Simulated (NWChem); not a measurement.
## Correlation energy of Al

```xyz
1

Al     0.0000     0.0000     0.0000
```
Charge 0, spin multiplicity 2.

The numbers come from NWChem runs, not from measurements.

Basis set: cc-pVQZ. Each correlation energy counts from its own Hartree-Fock reference.

The correlated methods keep 5 core orbitals frozen. The stability of the SCF solutions was not checked. Open-shell Hartree-Fock references start from PBE0 orbitals. No row is a measurement; the coupled-cluster row has its own basis-set and correlation limits.

Task: Order these methods by the correlation energy they give, lowest first: URI-MP2, CCSD[T] on UHF, CCSD[T] on ROHF, SCS-UMP2, CCSD on UHF, CCSD on ROHF.

Result: CCSD[T] on ROHF (-57.2 mHa), CCSD on ROHF (-55.7 mHa), CCSD[T] on UHF (-53.3 mHa), CCSD on UHF (-52.0 mHa), SCS-UMP2 (-43.2 mHa), URI-MP2 (-37.9 mHa)
